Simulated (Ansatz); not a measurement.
Born–Oppenheimer molecular dynamics of C$_{3}$H$_{2}$F (6 atoms, charge 0, multiplicity 2). It starts from a relaxed structure.

All numbers below come from Ansatz, UKS B3LYP-D4/STO-3G.

| Property | Result |
| --- | --- |
| ensemble | NVT, Langevin thermostat |
| time step | 0.5 fs |
| steps asked | 300 |
| set temperature | 700 K |
| friction | 0.01 /fs |
| seed | 587976 |

Frames 5 fs apart, positions in Å, forces in eV/Å.

Velocities at 70.0 fs (Å/ps):

```
C -0.16 8.63 6.13
C -1.10 7.86 -1.38
C -4.74 -8.78 -5.35
F -1.99 -1.89 2.22
H 5.41 -19.58 22.58
H -12.53 9.74 -11.55
```

```xyz
6
Properties=species:S:1:pos:R:3:forces:R:3 time_fs=70.0 energy_less_start_eV=0.262 T=349
C -0.592 1.341 -0.645 -1.47 0.88 -0.16
C -0.211 0.359 -0.028 0.83 0.19 -0.91
C 0.489 -0.828 0.202 -1.46 -0.69 0.57
F -0.248 -1.959 0.456 0.45 -0.11 0.07
H -1.205 2.132 -1.086 0.56 -0.07 0.26
H 1.566 -0.885 0.260 1.08 -0.20 0.17
6
Properties=species:S:1:pos:R:3:forces:R:3 time_fs=75.0 energy_less_start_eV=0.246 T=341
C -0.603 1.386 -0.614 -1.20 0.86 -0.13
C -0.200 0.400 -0.040 1.18 -2.10 -0.16
C 0.457 -0.867 0.181 0.72 1.95 -0.02
F -0.257 -1.977 0.459 -0.14 -0.70 0.24
H -1.218 2.174 -1.009 0.21 0.49 -0.08
H 1.583 -0.870 0.221 -0.76 -0.49 0.15
6
Properties=species:S:1:pos:R:3:forces:R:3 time_fs=80.0 energy_less_start_eV=0.162 T=445
C -0.640 1.434 -0.582 0.68 -2.35 1.31
C -0.166 0.394 -0.068 -0.85 1.64 -1.75
C 0.449 -0.874 0.166 -1.14 0.76 0.11
F -0.273 -2.000 0.460 -0.05 0.22 -0.01
H -1.176 2.293 -0.990 0.35 -0.16 0.26
H 1.524 -0.975 0.228 1.02 -0.11 0.09
6
Properties=species:S:1:pos:R:3:forces:R:3 time_fs=85.0 energy_less_start_eV=0.178 T=533
C -0.670 1.440 -0.523 -0.23 0.86 -0.29
C -0.147 0.416 -0.111 -0.08 -1.03 -0.24
C 0.411 -0.868 0.147 1.69 -1.14 0.55
F -0.290 -2.017 0.479 -0.30 1.08 -0.25
H -1.098 2.368 -0.939 0.33 -0.75 0.48
H 1.539 -1.105 0.220 -1.42 0.99 -0.25
6
Properties=species:S:1:pos:R:3:forces:R:3 time_fs=90.0 energy_less_start_eV=0.291 T=407
C -0.681 1.451 -0.467 0.37 -0.21 0.19
C -0.129 0.428 -0.155 0.12 -2.84 0.62
C 0.384 -0.870 0.123 -1.24 -0.92 0.50
F -0.298 -2.033 0.509 -0.22 1.73 -0.50
H -1.050 2.336 -0.853 -0.98 2.06 -0.71
H 1.428 -1.072 0.178 1.95 0.18 -0.10
6
Properties=species:S:1:pos:R:3:forces:R:3 time_fs=95.0 energy_less_start_eV=0.381 T=401
C -0.682 1.474 -0.409 -0.01 0.84 -0.74
C -0.111 0.396 -0.180 -2.50 1.39 -0.23
C 0.355 -0.875 0.094 3.16 -1.68 0.52
F -0.307 -2.030 0.538 0.36 1.83 -0.62
H -1.130 2.437 -0.834 0.92 -1.91 0.94
H 1.520 -0.954 0.071 -1.92 -0.46 0.13
6
Properties=species:S:1:pos:R:3:forces:R:3 time_fs=100.0 energy_less_start_eV=0.305 T=586
C -0.680 1.499 -0.355 2.17 -4.29 0.83
C -0.145 0.375 -0.207 -2.29 1.55 0.24
C 0.357 -0.919 0.081 -0.80 1.61 -0.29
F -0.308 -2.007 0.561 -0.28 0.29 -0.05
H -1.153 2.336 -0.752 -0.85 1.82 -0.67
H 1.407 -0.978 -0.063 2.05 -0.98 -0.07
6
Properties=species:S:1:pos:R:3:forces:R:3 time_fs=105.0 energy_less_start_eV=0.366 T=469
C -0.664 1.479 -0.298 -2.31 4.26 -1.51
C -0.216 0.373 -0.233 1.86 -5.11 1.26
C 0.363 -0.954 0.067 2.58 2.08 -1.42
F -0.309 -1.995 0.581 -0.96 -0.52 0.39
H -1.200 2.393 -0.699 1.04 -1.38 0.93
H 1.497 -1.189 -0.158 -2.20 0.66 0.34
6
Properties=species:S:1:pos:R:3:forces:R:3 time_fs=110.0 energy_less_start_eV=0.326 T=607
C -0.669 1.478 -0.259 1.90 -4.97 0.42
C -0.251 0.303 -0.241 0.49 1.17 0.52
C 0.400 -0.949 0.041 -3.23 0.27 0.83
F -0.317 -1.992 0.608 -0.08 0.71 -0.16
H -1.128 2.358 -0.513 -1.32 2.66 -0.65
H 1.358 -1.310 -0.225 2.24 0.17 -0.97
6
Properties=species:S:1:pos:R:3:forces:R:3 time_fs=115.0 energy_less_start_eV=0.370 T=597
C -0.653 1.427 -0.225 -0.85 0.21 -0.28
C -0.272 0.237 -0.235 -0.13 3.09 0.13
C 0.401 -0.953 0.023 1.44 -2.34 -0.40
F -0.308 -1.977 0.640 0.61 0.48 -0.35
H -1.168 2.458 -0.313 1.22 -2.38 0.09
H 1.459 -1.286 -0.404 -2.29 0.95 0.82
6
Properties=species:S:1:pos:R:3:forces:R:3 time_fs=120.0 energy_less_start_eV=0.434 T=595
C -0.638 1.374 -0.207 -0.21 -0.29 -0.16
C -0.289 0.230 -0.218 1.21 -1.67 0.45
C 0.396 -0.990 -0.007 -3.07 1.29 0.77
F -0.282 -1.960 0.663 0.54 -0.79 -0.02
H -1.036 2.311 -0.119 -1.09 2.85 0.00
H 1.296 -1.082 -0.526 2.61 -1.40 -1.05
6
Properties=species:S:1:pos:R:3:forces:R:3 time_fs=125.0 energy_less_start_eV=0.485 T=523
C -0.632 1.336 -0.208 -1.89 4.91 0.55
C -0.282 0.192 -0.196 0.60 -0.80 0.20
C 0.361 -1.017 -0.034 2.48 0.50 -2.21
F -0.256 -1.955 0.693 0.05 -1.78 0.60
H -0.956 2.402 0.004 0.56 -1.91 -0.69
H 1.358 -1.114 -0.652 -1.80 -0.92 1.55
```

Of the whole run (150 fs, mean temperature of the second half 581 K): The mean temperature of the second half is 17 % below the set value. A run of 0.15 ps of so small a system gives no equilibrium averages. Limits of this set-up: minimal basis.

The run took 6.2 min on 1 thread of AMD EPYC 7R43 64-Core Processor (Zen 3), on a shared host, peak memory 0.13 GiB.
